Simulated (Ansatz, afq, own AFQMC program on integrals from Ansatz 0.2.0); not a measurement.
AFQMC on a folder of integrals that Ansatz 0.2.0 wrote.

```yaml
crystal:
  periodic: [false, false, false]
  atoms:
    - {symbol: N, position_ang: [0.066747, 0.118031, -0.120543]}
    - {symbol: H, position_ang: [1.004934, 0.131055, 0.259869]}
    - {symbol: H, position_ang: [-0.416199, 0.926312, 0.251641]}
    - {symbol: H, position_ang: [-1.516279, -2.697568, 1.163594]}
basis:
  gaussian: {orbitals: 6-31G}
magnetization: {spin_polarized: false}
correlation: {method: ccsd_t, electrons: outside_noble_gas, hamiltonian_folder: ham}
```

```sh
$ ansatz run in.yaml --threads 1 --pin off --events-out ev --progress --plain --max-ram 16896MiB --backend cuda --devices 0, --max-vram 18GiB
```

afq runs on the folder ham with

```
--method phaseless --trial cisd --walkers 4000 --populations 20 --least-time 60 --time-step 0.005 --steps-per-block 50 --equilibration-blocks 40 --max-blocks 4000 --target-error 0.00034 --factor-cut 1e-05 --seed 7485 --release-times 0.24,0.51,0.99,1.62,2.4 --release-step 0.03 --release-every 3 --taylor-order 6
```

Times are imaginary, in 1/Eh. The walk had a cap of 122 s. With eight or more populations the least sampling time is a fifth of least-time, and the error comes from their spread.

Output of the walk:

```
orbitals 14  electrons 4 4  factors 75 of 229
reference energy -55.81691922 Eh
CCSD correlation -0.30376663 Eh in 16 cycles, weight of the determinant in the CISD state 0.5289
energy of the start -56.120734 Eh
 block  time / (1/Eh)  mean weight  energy / Eh
     1     0.250  1.0000  -56.116038
     2     0.500  0.9998  -56.117607
     3     0.750  0.9999  -56.119132
     4     1.000  1.0000  -56.121656
     5     1.250  1.0003  -56.121660
    10     2.500  1.0002  -56.126951
    25     6.250  0.9999  -56.132696
    40    10.000  1.0000  -56.132742
    55    13.750  0.9999  -56.133453
    70    17.500  1.0001  -56.132408
    76    19.000  0.9998  -56.135444
    85    21.250  1.0001  -56.131017
    97    24.250  1.0000  -56.129109
   100    25.000  1.0003  -56.130574
   115    28.750  0.9998  -56.133028
   130    32.500  1.0001  -56.134185
error from the spread of 20 populations
released: time / (1/Eh)  energy / Eh  error  mean overlap
  0.24  -56.132390  0.000358  0.9998
  0.51  -56.132462  0.000255  1.0003
  0.99  -56.132436  0.000295  1.0002
  1.62  -56.132287  0.000357  1.0005
  2.40  -56.132494  0.000323  0.9988
energy -56.132424 +/- 0.000329 Eh
(rows thinned)
```

The run passed its tests (sampling time, drift between the halves within three errors, error under three times the target), which doesn't prove that it has relaxed. The second half of the sampling lies above the first by 1.6 errors of their difference, so the energy may still be moving and its error bar be too small.

Against this walk (error 9.0 meV) on the same determinant: CCSD(T) 338.4 meV lower, CCSDT(Q) 4.1 meV lower (within the noise), CCSDTQ 1.8 meV higher (within the noise), full CI 0.2 meV lower (within the noise). The error is statistical and leaves out the bias of the constraint. Released to 2.40 1/Eh the energy moves by -2 ± 13 meV (both errors), within twice the noise. The determinant is a poor start (see the cautions), so the low cluster orders aren't to be relied on, and full CI is the sure value.

Cautions: constraint bias not in the error; restricted determinant unstable towards unrestricted (UHF 5.83 eV lower, ⟨S²⟩ 1.01); strong correlation (T1 0.050, weight of the determinant 0.53, largest double 0.89); (T) is large, 8 % of the CCSD correlation; CCSD(T) is in doubt: in a space of 8 electrons in 8 natural orbitals full CI lies 178 meV above it; the CCSDT(Q) amplitudes may be one of several solutions (largest double 0.93); the CCSDTQ amplitudes may be one of several solutions (largest double 0.93); the next higher spin lies close (full CI puts it 11 meV above).

The walk took 27 s on 1 × NVIDIA H100 80GB HBM3 with 2 threads of AMD EPYC 7R13 Processor (Zen 3), on a shared host (the card was shared). The log's last line is the phaseless energy.

CCSDT and higher add their correlation energy to the determinant of the CCSD(T) run, since their own runs factorise the integrals more tightly (a shift of under 2 meV). A walk keeps the symmetry of its determinant, which the program's search chose and which needn't be the lowest solution, so a lower state of the same spin and another symmetry isn't excluded.
